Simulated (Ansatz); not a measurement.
input.yaml (Ansatz)

```yaml
crystal:
  lattice:
    - [-1.7110721882, 1.7110721882, 1.7110721882]
    - [1.7110721882, -1.7110721882, 1.7110721882]
    - [1.7110721882, 1.7110721882, -1.7110721882]
  atoms:
    - { symbol: Li, position: [0.0, 0.0, 0.0] }
hamiltonian:
  xc: blyp
  pseudopotentials:
    kind: paw
    azcp:
      Li: "pseudopotentials/Li.paw.azcp"
basis:
  ecutwfc: 420
  fft_grid_basis: typed
kpoints:
  mp_grid: { grid: [21, 21, 21], shift: [0, 0, 0] }
magnetization:
  spin_polarized: false
scf:
  occupations: { method: fermi_dirac, width: 0.1 }
```

and its output:

```
Engine: ansatz 0.2.0, x86_64-unknown-linux-gnu
Pseudopotentials: kind: paw
Pseudopotential: Li, paw, valence charge 3, recommended cutoff 420 eV (normal) 
Functional definition: BLYP
  parameter beta = 0.0042
  parameter a = 0.04918
  parameter b = 0.132
  parameter c = 0.2533
  parameter d = 0.349
  exchange = b88_x(beta = beta)
  correlation = lyp_c(a = a, b = b, c = c, d = d)
Crystal: 1 atoms, lattice volume = 20.038 Å³
Basis set: ecut = 420 eV, 381 PW (Γ), exchange–correlation on 40×40×40 points (8 copies of the dense FFT grid, shifted against one another)
Bands: 6, of which v1, the nominal top of the filled ones, is band 2 counted from 1 (1 counted from 0)
Symmetry: 48 space group operations
Space group: Im-3m (ITA 229), of the structure as read, at distance tolerance 2.7e-5 Å
k-points: 286 of 9261
Non-local potential: Li, projectors of the file, l = 0: 3, l = 1: 2, l = 2: 1
PAW form: soft (Blöchl's): semilocal exchange-correlation on the pseudo side does not see the compensation charge
PAW one-centre angular grid: Li, 110 points (default); XC on 96 Gauss nodes
Initial density: superposition of atomic densities (neutral atoms: chi_scale 0, normalization atom), corrected by the library's trained network
Initial wavefunctions: pseudopotential atomic-orbital guess
Functional: x = b88, c = lyp
SCF iter   1: F=—  HF=-204.945514 eV  |F-HF|=—  |Δ(HF+E_count)|=         —  Δρ=7.05e-4  dr2=1.08e-4  ethr=1.77e-3  ⟨swp⟩=4.1  Hψ=13556  notcnv=0
SCF iter   2: F=—  HF=-204.945558 eV  |F-HF|=—  |Δ(HF+E_count)|=   4.34e-5  Δρ=3.51e-4  dr2=2.56e-5  ethr=3.59e-6  ⟨swp⟩=2.0  Hψ=4372  notcnv=0
SCF iter   3: F=—  HF=-204.945600 eV  |F-HF|=—  |Δ(HF+E_count)|=   4.18e-5  Δρ=5.43e-5  dr2=2.42e-7  ethr=8.53e-7  ⟨swp⟩=2.0  Hψ=2156  notcnv=0
iter 4 did not close the SCF: its close was put off for the readings that it lacked (scf_convergence_deferred on its scf_iter line)
SCF iter   4: F=-204.945601 eV  HF=-204.945601 eV  |F-HF|=1.80e-8  |Δ(HF+E_count)|=   1.61e-6  Δρ=3.95e-6  dr2=1.87e-9  ethr=8.06e-9  ⟨swp⟩=2.7  Hψ=2196  notcnv=0
iter 5 did not close the SCF: its close was put off for the readings that it lacked (scf_convergence_deferred on its scf_iter line)
SCF iter   5: F=-204.945601 eV  HF=-204.945601 eV  |F-HF|=9.12e-10  |Δ(HF+E_count)|=   2.24e-8  Δρ=9.60e-7  dr2=1.30e-10  ethr=6.24e-11  ⟨swp⟩=2.0  Hψ=2196  notcnv=0
SCF iter   6: F=-204.945601 eV  HF=-204.945601 eV  |F-HF|=3.95e-12  |Δ(HF+E_count)|=   1.20e-9  Δρ=6.74e-8  dr2=7.87e-13  ethr=4.35e-12  ⟨swp⟩=1.0  Hψ=4539  notcnv=0
SCF 1 converged in 6 iterations: F = -204.945601 eV  dr2 = 7.87e-13
SCF converged after 6 iterations
Free energy (F): -204.945601 eV
Harris-Foulkes:  -204.945601 eV  (|F-HF|=3.95e-12)
Internal energy: -204.929438 eV  (E = F + TS)
E sigma→0 (E₀):  -204.937519 eV
Entropy (-TS):   -0.016163 eV (-16.163 meV/atom)
Fermi energy:    1.484599 eV
--- Per-component energies (eV) ---
  E_band       = -91.321827
  E_kinetic    = 21.297436
  E_local      = -131.946757  (includes V_loc(G=0)·N_el)
  E_nonlocal   = -33.239354
  E_hartree    = 39.209675
  E_xc         = -9.693732
  E_vxc        = -12.572578  (∫ρ·V_xc dr)
  E_paw        = -21.647726  (= ΣΔE_a)
  E_vpaw       = -13.279940  (= ΣTr[D̂ρ^β])
  E_aug_tail   = 0.000012  (compensation charges beyond the density's cutoff)
  E_ewald      = -68.908993
  E_smearing   = -0.016163  (= −TS)
  E_closure    = 0.000000  (closes the sum)
  Σ components = -204.945601   (vs F -204.945601, Δ=0.00e0)
```
